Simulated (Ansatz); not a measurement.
Elements on the sites of an ideal bcc lattice, at a guessed lattice constant:

```xyz
16
Lattice="6.5639 0.0000 0.0000 0.0000 6.5639 0.0000 0.0000 0.0000 6.5639" Properties=species:S:1:pos:R:3 pbc="T T T"
Mo    3.2819    0.0000    0.0000
Mo    4.9229    1.6410    1.6410
Mo    1.6410    1.6410    4.9229
Mo    3.2819    3.2819    3.2819
Ta    0.0000    0.0000    0.0000
Ta    0.0000    3.2819    0.0000
Ta    0.0000    0.0000    3.2819
Ta    1.6410    1.6410    1.6410
Ta    3.2819    3.2819    0.0000
Ta    3.2819    0.0000    3.2819
Ta    0.0000    3.2819    3.2819
Ta    1.6410    4.9229    1.6410
Ta    4.9229    4.9229    1.6410
Ta    4.9229    1.6410    4.9229
Ta    1.6410    4.9229    4.9229
Ta    4.9229    4.9229    4.9229
```

Cell and atoms were relaxed without symmetry on coarser meshes and computed once more. Computed with DFT PBE, scalar-relativistic, plane waves, PAW in Ansatz.

Cutoff 420 eV; k points 5×5×5 on the computed 16-atom cell (Γ-centred); Gaussian smearing, width 0.10 eV; no spin polarisation.

The relaxation ran on 2×2×2 (shifted) and then 3×3×3 k points with a smearing of 0.1 eV, from sites shaken by 0.02 Å.

Problem. What does the relaxation give?

Solution. A volume of 17.55 Å³/atom and no gap on the mesh. It lies 0.06 eV/atom below the elements' standard states (static lattices, no corrections for gases). The atoms leave their sites by 0.03 Å (root mean square) and 0.04 Å at most, and the cell stretches by up to 0.1 % at fixed volume.

```yaml
crystal:
  lattice:
    - [6.55094, 0.00611, -0.00113]
    - [0.00611, 6.55144, -0.00118]
    - [-0.00145, -0.00151, 6.54211]
  atoms:
    - { symbol: Mo, position: [0.50009, 0.00183, 0.00073] }
    - { symbol: Mo, position: [0.74881, 0.25055, 0.25073] }
    - { symbol: Mo, position: [0.25142, 0.25043, 0.75076] }
    - { symbol: Mo, position: [0.50019, 0.49924, 0.50069] }
    - { symbol: Ta, position: [0.00004, 0.00488, 0.00075] }
    - { symbol: Ta, position: [0.00023, 0.49450, 0.00072] }
    - { symbol: Ta, position: [0.00006, 0.00654, 0.50073] }
    - { symbol: Ta, position: [0.25692, 0.25046, 0.25075] }
    - { symbol: Ta, position: [0.50013, 0.49376, 0.00078] }
    - { symbol: Ta, position: [0.50009, 0.00724, 0.50082] }
    - { symbol: Ta, position: [0.00018, 0.49613, 0.50072] }
    - { symbol: Ta, position: [0.25615, 0.75048, 0.25079] }
    - { symbol: Ta, position: [0.74575, 0.75057, 0.25071] }
    - { symbol: Ta, position: [0.74340, 0.25062, 0.75070] }
    - { symbol: Ta, position: [0.25450, 0.75050, 0.75074] }
    - { symbol: Ta, position: [0.74410, 0.75051, 0.75076] }
```

The final mesh leaves forces up to 0.08 eV/Å and stresses up to 0.4 GPa: the relaxation ran on a coarser mesh, so the cell's shape, its bonds and its energy belong partly to that mesh.

Spin-orbit coupling is left out, which matters for the bands of heavy elements.

Cost: 2 runs of about 8.6 core-minutes in all (earlier runs that led there not counted), on Intel Xeon Platinum 8375C (Ice Lake) (shared hosts).